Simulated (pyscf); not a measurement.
Br–SiH₂–Br + water (H₂O) → HO–SiH(Br)–Br + hydrogen (H₂) (four-centre exchange; singlet surface; H–Si, H–O broken, O–Si, H–H formed). PySCF, gas phase, ωB97X-D3(BJ)/def2-SVP geometries. Rate constants from transition-state theory, ωB97M-D3(BJ)/def2-TZVP energies (ideal gas, 1 atm, RRHO with modes under 100 cm⁻¹ raised to 100, one conformer, R ln 2 for rigid chiral ones; no tunnelling), k in cm³ molecule⁻¹ s⁻¹.

```csv
T (K),1000/T,log10 k
298,3.354,-36.58
600,1.667,-24.79
900,1.111,-20.69
1200,0.833,?
```

Task: Fit an Arrhenius line to the three values, give the activation energy, and predict k at 1200 K.

Result: Least squares gives log10 k = -12.92 − 7.06 × 1000/T, so Ea = 7.06 × ln 10 × 1.987 = 32.3 kcal/mol, against an electronic barrier of 32.2. At 1200 K the line gives -18.80; the computed value is -18.52 (ΔG‡ = 72.1 kcal/mol), a factor 1.9 over the line, since the plot is curved. On the reactant side the descent ends in a complex, 4.9 kcal/mol under the separated species and 37.2 kcal/mol under the saddle at ωB97X-D3(BJ)/def2-TZVP. This is the saddle that the search found; another between the same sides may lie lower. Elements up to Kr have no core potential and no relativistic terms here.
